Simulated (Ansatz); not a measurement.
# H₃O (doublet): from Hartree-Fock to the top rungs at distance O1–H3 along a hydrogen transfer = 1.121 Å, 6-31G

Aim: climb from Hartree-Fock through coupled cluster and multireference methods for H₃O (doublet) at one geometry and basis, and see what each rung misses.

Method: 6-31G, core rule «outside noble gas», up to 1 orbitals frozen; program: Ansatz 0.2.0, Gaussian basis.

The runs, in order: UHF; CCSD(T) on ROHF; CCSD(T) on UHF; BCCD(T) on ROHF; CISD; CCSDT(Q) on ROHF; CCSDT(Q) on UHF; CISDTQ; CCSDTQ on ROHF; CCSDTQ on UHF; CASSCF and MRCISD+Q, 3 electrons in 3 orbitals; CASSCF and NEVPT2, 3 electrons in 3 orbitals; CASSCF and MRCISD+Q, 9 electrons in 7 orbitals; CASSCF and NEVPT2, 9 electrons in 7 orbitals; Full CI.

8 further runs of the same task are left out: 1 for a mislabelled method, 7 that didn't finish.

## Step 1: The system

The geometry derives from fragments relaxed apart (PBE0/def2-TZVP) and kept rigid, so it is no stationary point. A hydrogen atom is moved between rigid fragments.

4 atoms, charge 0, spin multiplicity 2.

Atoms are counted from 1 here; the program's logs count them from 0.

Bond lengths: O1–H2 0.960 Å, O1–H3 1.121 Å, H3–H4 0.810 Å. Angles: H2–O1–H3 105.1°, O1–H3–H4 180.0°.

## Step 2: UHF

Input file in.yaml:

```yaml
crystal:
  periodic: [false, false, false]
  atoms:
    - {symbol: O, position_ang: [-0.148500, -0.049094, 0.000000]}
    - {symbol: H, position_ang: [-0.397809, 0.877481, 0.000000]}
    - {symbol: H, position_ang: [0.972500, -0.049094, 0.000000]}
    - {symbol: H, position_ang: [1.782500, -0.049094, 0.000000]}
basis:
  gaussian: {orbitals: 6-31G}
magnetization: {spin_polarized: true, initial_magnetization: 1}
hamiltonian: {xc: hf}
output: {orbitals: {seedname: orbitals}}
```

On the command line:

```sh
$ ansatz run in.yaml --threads 1 --pin off --events-out ev --progress --plain --max-ram 2393MiB
```

The runs that follow: CCSD(T) on ROHF; CCSD(T) on UHF; BCCD(T) on ROHF; CISD; CCSDT(Q) on ROHF; CCSDT(Q) on UHF; CISDTQ; CCSDTQ on ROHF; CCSDTQ on UHF; CASSCF and MRCISD+Q, 3 electrons in 3 orbitals; CASSCF and NEVPT2, 3 electrons in 3 orbitals; CASSCF and MRCISD+Q, 9 electrons in 7 orbitals; CASSCF and NEVPT2, 9 electrons in 7 orbitals; Full CI.

**Question.** What will the summary of the whole plan be? Wanted: FCI below the RHF energy; RMP2 from FCI; UMP2 from FCI; RCCSD from FCI; RCCSD(T) from FCI; UCCSD(T) from FCI; RCCSDT(Q) from FCI; UCCSDT(Q) from FCI; NEVPT2 pair from FCI.

As calculated:

```
                         quantity                                                                                                          value
         FCI below the RHF energy                                                                                                     -4.1869 eV
                    RMP2 from FCI                                                                                                     +331.6 meV
                    UMP2 from FCI                                                                                                     +426.5 meV
                   RCCSD from FCI                                                                                                      +63.2 meV
                RCCSD(T) from FCI                                                                                                      +17.1 meV
                UCCSD(T) from FCI                                                                                                      +16.4 meV
               RCCSDT(Q) from FCI                                                                                                       -0.3 meV
               UCCSDT(Q) from FCI                                                                                                        0.0 meV
             NEVPT2 pair from FCI                                                                                                     +246.7 meV
           MRCISD+Q pair from FCI                                                                                                      +53.2 meV
          NEVPT2 valence from FCI                                                                                                     +363.8 meV
levels within 1 kcal/mol (43 meV)  RCCSD(T), UCCSD(T), BCCD(T), RCCSDT, UCCSDT, CISDTQ, RCCSDT(Q), UCCSDT(Q), RCCSDTQ, UCCSDTQ, MRCISD+Q valence
                    T1 diagnostic                                                                                                          0.023
   effectively unpaired electrons                                                                                                           1.02
```

In words: RCCSD(T) misses by +17.1 meV, 0.4 % of the correlation energy. One determinant dominates. Of the multireference levels listed MRCISD+Q valence comes nearest in total energy (+29.4 meV), which doesn't show that its space is the better one. These misses are within one basis, not against nature; the frozen cores of restricted and unrestricted runs differ, which can shift their rows.
